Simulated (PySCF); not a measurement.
Below is a simulated gas-phase C 1s photoelectron spectrum of `C=C=CCC`.

Every computed line was given a Gaussian of 0.4 eV full width at half maximum and an area set by the number of equivalent atoms; the highest printed point is 100. Computed with delta-SCF UKS SCAN, pcX-2 on the ionised atom, pcseg-1 elsewhere, spin-free X2C (PySCF 2.14.0).

binding energy (eV), intensity and a bar:
```
    289.6          0 
    289.7          1 
    289.8          4 #
    289.9         13 ####
    290.0         33 ##########
    290.1         63 ###################
    290.2         89 ###########################
    290.3        100 ##############################
    290.4         94 ############################
    290.5         79 ########################
    290.6         63 ###################
    290.7         45 ##############
    290.8         28 ########
    290.9         13 ####
    291.0          5 #
    291.1          1 
    291.2          0
```

Count the maxima, the lines and the sites behind this envelope.

The curve has 1 maximum (at 290.3 eV). Under it lie 5 lines from 5 inequivalent carbon sites. At this width some lines have no maximum of their own.

Decompose the envelope and assign each component. Numbering: `[CH2:1]=[C:2]=[CH:3][CH2:4][CH3:5]`.

```json
{"position (eV)": "290.19", "relative area": "1", "line": "C 1s", "atoms": "C2", "environment": "central carbon of cumulated double bonds"}
{"position (eV)": "290.22", "relative area": "1", "line": "C 1s", "atoms": "C1", "environment": "outer carbon of cumulated double bonds"}
{"position (eV)": "290.34", "relative area": "1", "line": "C 1s", "atoms": "C3", "environment": "outer carbon of cumulated double bonds"}
{"position (eV)": "290.47", "relative area": "1", "line": "C 1s", "atoms": "C5", "environment": "methyl carbon"}
{"position (eV)": "290.67", "relative area": "1", "line": "C 1s", "atoms": "C4", "environment": "chain CH2 carbon"}
```

The listed C 1s values span 0.48 eV, from C2 (bonded to 2 C (double bond)) to C4 (bonded to 2 C and 2 H). The widest gap between neighbouring values is 0.20 eV, between 290.47 and 290.67 eV. The values 290.19 and 290.22 eV lie too close for their order to be trusted.

No satellites, vibrations or lifetime broadening are included. Spin contamination (⟨S²⟩ against 0.75 for a pure doublet) is marked for C 1s of C2 (0.87), which makes this value less certain. Isolated species at its GFN2-xTB geometry (one conformer only).

The values belong to the conformer `[CH2:1]=[C:2]=[CH:3][CH2:4][CH3:5]`: C2–C3–C4–C5 -120°.
